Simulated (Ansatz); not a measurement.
Ansatz (a first-principles code) input (CCSD(T)/aug-cc-pV(D+d)Z):
A basis named .json is the Basis Set Exchange file of that set.

Ansatz 0.2 input:
```yaml
crystal:
  periodic: [false, false, false]
  atoms:
    - {symbol: Si, position_ang: [0.00013137, 0.09379286, -0.00506959]}
    - {symbol: H, position_ang: [-1.28673356, -0.65435788, 0.04272540]}
    - {symbol: H, position_ang: [1.28489441, -0.65874222, 0.02824883]}
basis:
  gaussian:
    orbitals: aug-cc-pV_D+d_Z.json
total_charge: 1
magnetization: {spin_polarized: true, initial_magnetization: 1}
correlation: {method: ccsd_t, electrons: outside_noble_gas}
output: {forces: true}
```

End of the output:

```
mean field evaluation 2: about -7883.4564 eV, gradient 6.8e0 eV
mean field evaluation 4: about -7884.0211 eV, gradient 6.8e-1 eV
mean field evaluation 8: about -7884.0311 eV, gradient 8.4e-4 eV
mean field evaluation 16: about -7884.0311 eV, gradient 2.0e-6 eV
mean field evaluation 32: about -7881.8110 eV, gradient 7.5e-2 eV
mean field -7884.03114347 eV, -289.7328005341 hartree, gradient 2.0e-6 eV, S^2 0.755792; 1 other end points of the search recorded, 0 dependent functions left out
determinant -7884.03114347 eV, -289.7328005341 hartree, with singles and doubles -7886.34811712 eV, -289.8179477456 hartree
determinant -7881.81119981 eV, -289.6512191094 hartree, with singles and doubles -7884.38138036 eV, -289.7456715027 hartree
5 core orbitals not correlated
reference -7884.03114347 eV, -289.7328005341 hartree; 3, 2 occupied and 42, 43 virtual orbitals, 514 factors
densities: 0.15 GiB planned
second order -1.72352636 eV of doubles, -0.00000000 eV of singles
coupled cluster: 0.13 GiB planned
cycle   1  -2.30097097 eV  change   -7.4e-2 eV  update   1.3e-2
cycle   2  -2.30541582 eV  change   -4.4e-3 eV  update   4.3e-3
cycle   3  -2.30829476 eV  change   -2.9e-3 eV  update   1.4e-3
cycle   4  -2.30904682 eV  change   -7.5e-4 eV  update   4.4e-4
cycle   5  -2.30925559 eV  change   -2.1e-4 eV  update   1.8e-4
cycle   6  -2.30932250 eV  change   -6.7e-5 eV  update   6.6e-5
cycle   7  -2.30933803 eV  change   -1.6e-5 eV  update   2.2e-5
cycle   8  -2.30933666 eV  change    1.4e-6 eV  update   6.6e-6
cycle   9  -2.30933546 eV  change    1.2e-6 eV  update   2.1e-6
cycle  10  -2.30933550 eV  change   -4.2e-8 eV  update   8.0e-7
perturbative correction -0.04120196 eV, -0.0015141439 hartree
the calculation of the forces begins
Total energy: -7886.38168092 eV, -289.8191811925 hartree
Atom 0 at     0.000131     0.093793    -0.005070 Å, force     0.000023     0.016672    -0.000901 eV/Å
Atom 1 at    -1.286734    -0.654358     0.042725 Å, force    -0.057357    -0.008238     0.000773 eV/Å
Atom 2 at     1.284894    -0.658742     0.028249 Å, force     0.057333    -0.008434     0.000128 eV/Å
Dipole moment:     0.000010     0.007470    -0.000404 e Å
```
